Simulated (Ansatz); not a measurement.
**C₄H₁₀S: a ladder of functionals and wavefunction methods**

The task here is to estimate one member of a computed series from the others.

Method: functionals in def2-TZVPP, the program's frozen cores in correlated methods; program: Ansatz 0.2.0, Gaussian basis.

The runs, in order: PBE-D4, r2SCAN-D4, PBE0-D4, B3LYP-D4, ωB97X-V, ωB97M-V, B2PLYP; CCSD(T)/def2-TZVPP; MP2/def2-QZVPP; extrapolation to the limit.

## Structure used throughout

All runs share one geometry, relaxed beforehand with PBE0-D4 in a triple-zeta def2 set.

SMILES `CC(C)CS`, 15 atoms, charge 0, spin multiplicity 1.

Atoms are counted from 1 here; the program's logs count them from 0.

Bond lengths: C1–C2 1.522 Å, C1–H6 1.092 Å, C1–H7 1.095 Å, C1–H8 1.092 Å, C2–C3 1.522 Å, C2–C4 1.524 Å, C2–H9 1.097 Å, C3–H10 1.093 Å, C3–H11 1.095 Å, C3–H12 1.093 Å, C4–S5 1.818 Å, C4–H13 1.091 Å, C4–H14 1.094 Å, S5–H15 1.341 Å. Angles: C2–C1–H6 112.0°, C2–C1–H7 110.5°, C2–C1–H8 110.7°, H6–C1–H7 107.7°, H6–C1–H8 108.0°, H7–C1–H8 107.8°, C1–C2–C3 110.9°, C1–C2–C4 112.1°, C1–C2–H9 108.5°, C3–C2–C4 109.4°, C3–C2–H9 108.3°, C4–C2–H9 107.5°, C2–C3–H10 111.6°, C2–C3–H11 110.8°, C2–C3–H12 110.8°, H10–C3–H11 107.9°, H10–C3–H12 107.9°, H11–C3–H12 107.6° and more.

The first run:

File in.yaml:

```yaml
crystal:
  periodic: [false, false, false]
  atoms:
    - {symbol: C, position_ang: [-1.055990, -0.674498, 0.877990]}
    - {symbol: C, position_ang: [0.232291, -0.022704, 0.397744]}
    - {symbol: C, position_ang: [1.263873, -1.075265, 0.015862]}
    - {symbol: C, position_ang: [-0.002193, 0.908526, -0.785190]}
    - {symbol: S, position_ang: [-1.078449, 2.294722, -0.308932]}
    - {symbol: H, position_ang: [-1.798965, 0.064648, 1.183903]}
    - {symbol: H, position_ang: [-1.499255, -1.281067, 0.081784]}
    - {symbol: H, position_ang: [-0.862800, -1.330616, 1.729876]}
    - {symbol: H, position_ang: [0.642958, 0.580342, 1.217138]}
    - {symbol: H, position_ang: [2.207477, -0.619665, -0.294638]}
    - {symbol: H, position_ang: [0.900524, -1.693447, -0.811064]}
    - {symbol: H, position_ang: [1.472009, -1.739203, 0.858213]}
    - {symbol: H, position_ang: [0.951071, 1.311225, -1.132112]}
    - {symbol: H, position_ang: [-0.465281, 0.354549, -1.606510]}
    - {symbol: H, position_ang: [-0.980970, 2.972550, -1.462364]}
basis:
  gaussian: {orbitals: def2-TZVPP}
hamiltonian: {xc: pbe, dispersion: d4}
output: {forces: true, orbitals: {seedname: orbitals}}
```

Among the steps run: PBE-D4 (GGA); r2SCAN-D4 (meta-GGA); PBE0-D4 (hybrid); B3LYP-D4 (hybrid); ωB97X-V (range-separated); ωB97M-V (range-separated); B2PLYP (double hybrid); CCSD(T) in def2-TZVPP; MP2 in def2-QZVPP.

One table of the session follows, with a row left open; its other results are not shown here.

| method | atomisation energy (kJ/mol) |
| --- | --- |
| PBE-D4 | 5781.0 |
| r2SCAN-D4 | 5699.0 |
| PBE0-D4 | ? |
| B3LYP-D4 | 5687.0 |
| ωB97X-V | 5700.1 |
| ωB97M-V | 5708.4 |
| B2PLYP | 5626.2 |
| HF/def2-TZVPP | 4273.1 |
| MP2/def2-TZVPP | 5609.4 |
| CCSD/def2-TZVPP | 5497.7 |
| CCSD(T)/def2-TZVPP | 5566.1 |
| MP2/CBS | 5733.2 |
| CCSD(T)/CBS | 5689.9 |

Estimate the missing values for PBE0-D4.

The run gave: atomisation energy (kJ/mol): 5722.4. In the column «atomisation energy (kJ/mol)» it lies between ωB97M-V (5708.4) and MP2/CBS (5733.2).

Caveats from the session: Free atoms (4 C, 1 S, 10 H) were run apart at each level; the atomisation energy is their sum less the molecule, without zero-point or spin-orbit terms.
